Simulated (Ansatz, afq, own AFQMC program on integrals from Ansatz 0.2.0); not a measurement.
Two steps: Ansatz 0.2.0 writes the Fock matrix and Cholesky factors of the valence space, and afq projects on them the lowest state that overlaps trial and start.

```yaml
crystal:
  periodic: [false, false, false]
  atoms:
    - {symbol: Mn, position_ang: [0.000000, 0.000000, 0.000000]}
basis:
  gaussian: {orbitals: def2-TZVPP}
magnetization: {spin_polarized: true, initial_magnetization: 5}
correlation: {method: ccsd_t, electrons: outside_noble_gas, hamiltonian_folder: ham}
```

```sh
$ ansatz run in.yaml --threads 1 --pin off --events-out ev --progress --plain --max-ram 16896MiB --backend cuda --devices 0, --max-vram 18GiB
```

Options of the walk:

```
--method phaseless --trial hf --walkers 3600 --populations 20 --least-time 40 --time-step 0.005 --steps-per-block 20 --equilibration-blocks 160 --max-blocks 4000 --target-error 0.0008 --factor-cut 1e-05 --start spin_pure --seed 9212 --taylor-order 6
```

Times are imaginary, in 1/Eh. The walk had a cap of 96 s. With eight or more populations the least sampling time is a fifth of least-time, and the error comes from their spread.

```
orbitals 55  electrons 6 1  factors 432 of 455
reference energy -1149.84678949 Eh
CCSD correlation -0.13127996 Eh in 11 cycles, weight of the determinant in the CISD state 0.9156
energy of the start -1149.846946 Eh
 block  time / (1/Eh)  mean weight  energy / Eh
     1     0.100  1.0008  -1149.893536
     2     0.200  1.0013  -1149.917492
     3     0.300  1.0007  -1149.929969
     4     0.400  1.0012  -1149.937989
     5     0.500  1.0005  -1149.942831
     8     0.800  1.0003  -1149.954823
    13     1.300  0.9999  -1149.961612
    31     3.100  0.9997  -1149.973070
    49     4.900  1.0001  -1149.979760
    67     6.700  1.0005  -1149.981094
    85     8.500  1.0003  -1149.983192
   103    10.300  1.0000  -1149.978221
   121    12.100  1.0005  -1149.982314
   127    12.700  0.9997  -1149.985373
   139    13.900  0.9999  -1149.982586
   157    15.700  1.0002  -1149.978929
   175    17.500  1.0001  -1149.982225
   193    19.300  0.9998  -1149.981159
   211    21.100  0.9995  -1149.982826
   229    22.900  0.9998  -1149.981167
   235    23.500  0.9998  -1149.980306
error from the spread of 20 populations
energy -1149.981011 +/- 0.000626 Eh
(rows thinned)
```

Question: Estimate how long the walk took on 1 × NVIDIA H100 80GB HBM3 with 2 threads of AMD EPYC 7R13 Processor (Zen 3), with other jobs on the host (the card was shared).

Answer: 53 s of wall time.

The run passed its tests (sampling time, drift between the halves within three errors, error under three times the target), which doesn't prove that it has relaxed.

Against this walk (error 17.0 meV) on the same determinant: CCSD(T) 19.8 meV lower (within the noise), CCSDT(Q) 34.9 meV lower, a separate phaseless walk with a CISD trial and standard settings 25.2 ± 17.1 meV lower (within the noise). The error is statistical and leaves out the bias of the constraint.

Cautions: constraint bias not in the error; no relativity below Rb; outer-core shells of the metal frozen.

CCSDT and higher add their correlation energy to the determinant of the CCSD(T) run, since their own runs factorise the integrals more tightly (a shift of under 2 meV). A walk keeps the symmetry of its determinant, which the program's search chose and which needn't be the lowest solution, so a lower state of the same spin and another symmetry isn't excluded.
